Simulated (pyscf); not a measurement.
`[SiH3][SiH2][Cl]` → `[SiH2]=[SiH][Cl]` + `[H][H]` (elimination; singlet surface; H–Si, H–Si broken, H–H formed). Single points on ωB97X-D3(BJ)/def2-SVP structures (PySCF, gas phase). Energies in eV from the reactant's lowest minimum found.

```tsv
level	barrier	reaction energy
ωB97X-D3(BJ)/def2-TZVP	3.79	+2.56
B3LYP-D3(BJ)/def2-TZVP	3.54	+2.34
PBE0-D3(BJ)/def2-TZVP	?	+2.43
M06-2X/def2-TZVP	3.62	+2.42
ωB97M-D3(BJ)/def2-TZVP	3.62	+2.47
HF/def2-TZVP	?	?
```

Task: Some entries are withheld; supply them.

Result: 
- PBE0-D3(BJ)/def2-TZVP, barrier: 3.47
- HF/def2-TZVP, barrier: 4.49
- HF/def2-TZVP, reaction energy: +2.84

The functionals in the table span 0.32 eV in this barrier, from PBE0-D3(BJ) to ωB97X-D3(BJ)/def2-TZVP. At the saddle there is also a short H–Si contact that neither side keeps. The same reactants have a lower exit, to SiH₄ + :HSi–Cl [singlet] (barrier +1.96 eV at ωB97M-D3(BJ)/def2-TZVP, against +3.62 eV here). H₂Si=SiH–Cl lies 0.32 eV over its isomer H₃Si–Si:–Cl [singlet] (electronic energy, ωB97M-D3(BJ)/def2-TZVP). One saddle was located; it need not be the lowest between these sides.
